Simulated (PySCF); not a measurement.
What binds CS: the parts of the energy along the bond

State: ¹Σ⁺, singlet, closed shell. RHF-based CCSD(T) in PySCF 2.14 with C cc-pVTZ, S cc-pV(T+d)Z and C cc-pVQZ, S cc-pV(Q+d)Z (frozen core orbitals: 6; no relativity). Correlation energies are extrapolated as n⁻³ (n = 3, 4), Hartree–Fock as (n+1)·exp(−9√n). CV is the change on freezing 1 orbitals instead, in C cc-pwCVTZ, S cc-pwCVTZ. SR is the spin-free X2C energy in C cc-pVTZ-DK, S cc-pVTZ-DK less the non-relativistic one in C cc-pVTZ, S cc-pVTZ. All energies in eV from C + S.

```
 R (Å)  HF/CBS  CCSD corr.      (T)       CV       SR   total
1.3525  -3.164      -2.579  -0.3200  -0.0838  -0.0045  -6.152
1.4140  -3.883      -2.631  -0.3502  -0.0658   0.0006  -6.930
1.4755  -4.197      -2.690  -0.3840  -0.0506   0.0041  -7.318
1.5370  -4.215      -2.756  -0.4217  -0.0380   0.0063  -7.424
1.5985  -4.017      -2.828  -0.4636  -0.0274   0.0076  -7.328
1.6753  -3.563      -2.923  -0.5220  -0.0167   0.0082  -7.016
1.7522  -2.957      -3.022  -0.5876  -0.0083   0.0081  -6.566
```

A fit to the total gives Re = 1.5351 Å, De = 7.424 eV, ωe = 1291.9 cm⁻¹, Be = 0.8199 cm⁻¹ (masses 12.0000 and 31.9721 u).

Q: At R = 1.5370 Å the CCSD correlation energy is -0.319283 hartree in the smaller basis and -0.337548 in the larger. Extrapolate it.

A: (4³·E4 − 3³·E3)/(4³ − 3³) = -0.35088 hartree; the larger basis holds 96.2 % of it.

The T1 diagnostic is 0.025, large enough to doubt a single reference. The open-shell atoms are computed with UHF. Spin–orbit coupling, excitations beyond (T) and corrections to the Born–Oppenheimer picture are left out.
